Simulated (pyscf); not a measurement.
Structures and frequencies: ωB97X-D3(BJ)/def2-SVP in PySCF.

Question: For the elementary gas-phase step HO–GeH₂–O–GeH₃ + H₂ -> H₃Ge–O–GeH₃ + H₂O (singlet surface; Ge–O, H–H broken, Ge–H, H–O formed), what barrier and reaction energy does ωB97X-D3(BJ)/def2-TZVP give, measured from the separated reactants?

Answer: ΔE‡ = 49.8 kcal/mol, ΔE = +7.9 kcal/mol. ωB97M-D3(BJ)/def2-TZVP gives 48.7 kcal/mol and +6.4 kcal/mol. Zero-point energy shifts the barrier by +2.1 kcal/mol. It is a four-centre exchange, with an imaginary mode of 1465i cm⁻¹. This is the saddle that the search found; another between the same sides may lie lower. Elements up to Kr have no core potential and no relativistic terms here.
